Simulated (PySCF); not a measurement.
Compound: C5H7F.
Structure used (GFN2-xTB), in Å, numbered top down from 1:
```
atom  x, y, z in Å
C1    -2.3516    0.2411    0.1019
C2    -1.1281    0.0571    0.5591
C3    -0.0287   -0.6131   -0.2109
C4     1.0987    0.3455   -0.4486
C5     2.3388    0.1751   -0.0315
F6     2.7272   -0.9171    0.6541
H7    -3.1117    0.7284    0.6882
H8    -2.6481   -0.0954   -0.8786
H9    -0.8499    0.4045    1.5455
H10   -0.4160   -0.9607   -1.1721
H11    0.3420   -1.4731    0.3516
H12    0.8626    1.2499   -0.9877
H13    3.1603    0.8582   -0.1887
```

The closed-shell ground state was solved at several levels (PySCF, density fitting, gas phase, non-relativistic).

```
              level  basis functions  total energy (Eh)  HOMO (eV)  LUMO (eV)  gap (eV)  dipole (D)
      PBE0/pcSseg-1              137          -294.1662      -7.31       0.00      7.31        1.25
CAM-B3LYP/def2-SVPD              179          -294.1925      -8.72       1.00      9.72        1.33
```

(1) What might B3LYP/pcJ-1 (232 basis functions) give for the same quantities?

(2) Over all these levels, which gives the widest orbital gap and which the narrowest?

(3) How far do the dipole and the HOMO energy spread over the levels?

## Answers

(1) Total energy -294.5518 Eh, HOMO -7.06 eV, LUMO -0.22 eV, gap 6.84 eV, dipole 1.27 D.

(2) CAM-B3LYP/def2-SVPD (range-separated hybrid) has the widest, 9.72 eV, and B3LYP/pcJ-1 (global hybrid, 20 % exact exchange) the narrowest, 6.84 eV. Functional and basis both differ between the two, so the spread mixes both effects.

(3) The dipole runs from 1.25 to 1.33 D (mean 1.28 D) and the HOMO from -8.72 to -7.06 eV.

One conformer stands for the species.
